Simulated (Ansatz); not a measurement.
**What each rung costs, and what it gives**

Saddle point of C2H10Si, singlet (C₂H₈Si (CC[SiH3]) + H₂ → C₂H₆ (CC) + SiH₄; bonds formed: Si1–H8, C2–H7; bonds broken: Si1–C2, H7–H8), PBE0-D4/def2-TZVP structure:

```
13
angstrom
Si -0.6171 0.7823 1.0733
C 0.1458 -0.8556 -0.1472
C 0.4369 -0.2409 -1.5024
H -1.7577 0.7670 0.0670
H -0.0715 2.1527 0.8823
H -1.3011 0.4281 2.3433
H 0.6470 -0.2323 0.9557
H 0.8662 0.4209 1.8700
H 0.9215 -1.5880 0.1263
H -0.8067 -1.3892 -0.1003
H -0.3460 0.4654 -1.7895
H 1.3901 0.2938 -1.4959
H 0.4927 -1.0042 -2.2826
```

Barriers are electronic and count from the start structure reached by relaxing down the imaginary mode.

Ansatz 0.2.0; basis: as named in each row; cores frozen in the correlated methods. B3LYP uses VWN-RPA correlation. Extrapolation: Hartree–Fock as exp(−7.88 √X), correlation as X^−2.97.

Times are rough, for one single point on 4 threads of a shared host (Intel Xeon Platinum 8488C).

The estimate by CCSD(T) at an estimated basis limit (MP2 extrapolated from triple and quadruple zeta, plus CCSD(T) − MP2 in triple zeta) is 72.80 kcal/mol.

```tsv
method	basis	time (s)	barrier (kcal/mol)	method less estimate
HF	STO-3G	under 1	160.24	87.45
PBE-D4	STO-3G	under 1	116.44	43.64
SPW92	def2-SVP	under 1	55.52	-17.28
B3LYP-D4	6-31G	under 1	89.09	16.29
PBE0-D4	def2-SVP	under 1	67.45	-5.35
PBE-D4	def2-SVP	under 1	63.42	-9.37
SPW92	def2-TZVPP	under 1	55.03	-17.77
PBE-D4	def2-TZVPP	1	63.32	-9.47
BLYP-D4	def2-TZVPP	1	69.09	-3.70
B3LYP-D4	def2-TZVPP	1	71.35	-1.45
BHLYP-D4	def2-TZVPP	1	75.66	2.86
PBE0-D4	def2-TZVPP	2	66.84	-5.96
wB97M-V	def2-SVP	2	71.21	-1.59
CCSD(T)	def2-SVP	2	76.60	3.80
CAM-B3LYP-D4	def2-TZVPP	2	72.68	-0.12
r2SCAN-D4	def2-TZVPP	2	66.64	-6.16
r2SCAN0-D4	def2-TZVPP	2	69.05	-3.75
B2PLYP	def2-TZVPP	3	73.26	0.46
PBE-QIDH	def2-TZVPP	3	70.79	-2.00
RPA on PBE	def2-TZVPP	3	73.32	0.52
B97M-V	def2-TZVPP	4	67.01	-5.79
wB97X-V	def2-TZVPP	4	72.53	-0.27
wB97M-V	def2-TZVPP	4	71.63	-1.17
MP2	def2-QZVPP	14	72.90	0.10
CCSD(T)	def2-TZVPP	37	73.39	0.59
```

All methods are single points on the PBE0-D4 structures.

No T1 diagnostic of these runs exceeds 0.011.
